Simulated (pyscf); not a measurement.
A first-order saddle from PySCF, ωB97X-D3(BJ)/def2-SVP:

```xyz
16

C     -3.0867     2.1578    -0.5501
Al    -1.6752     0.9275     0.0003
C     -1.3046    -0.8033    -0.8344
H     -2.9838     2.4376    -1.6135
H     -4.0867     1.7040    -0.4366
H     -3.0777     3.0894     0.0394
H     -1.5232     0.8599     1.7622
H     -2.1932    -1.4581    -0.8382
H     -1.0021    -0.6786    -1.8899
H     -0.4956    -1.3541    -0.3248
O     -0.0443     1.7947     0.4631
Si     1.5893     1.6634     0.0861
H     -0.6103     1.3806     1.4182
H      1.7109     1.6116    -1.3963
H      2.3158     2.8451     0.6220
H      2.1479     0.4196     0.6870
```

Surface: singlet, charge 0. Lowest wavenumbers (cm⁻¹): 1230i, 37, 57, 75, 79.

Task: Name the species on either side of this saddle.

Result: H₃C–AlH–CH₃ + HO–SiH₃ ⇌ H₃C–Al(CH₃)–O–SiH₃ + H₂, a four-centre exchange read from left to right: Al–H, H–O broken and Al–O, H–H formed. At ωB97M-D3(BJ)/def2-TZVP it lies -0.35 eV from the left side and +1.22 eV from the right (each side as separated species at their lowest minima found). On the reactant side the descent ends in an adduct with a Al–O contact, 0.90 eV under the separated species and 0.47 eV under the saddle at ωB97X-D3(BJ)/def2-TZVP. At ωB97M-D3(BJ) the saddle lies under the separated reactants, which points to a path from their complex (located at ωB97X-D3(BJ) alone). What is counted as formed (Al–O) is already present as a longer contact in the reactant adduct; forming that adduct is a step of its own. At the saddle there is also a short Al–H contact that neither side keeps. One saddle was located; it need not be the lowest between these sides.
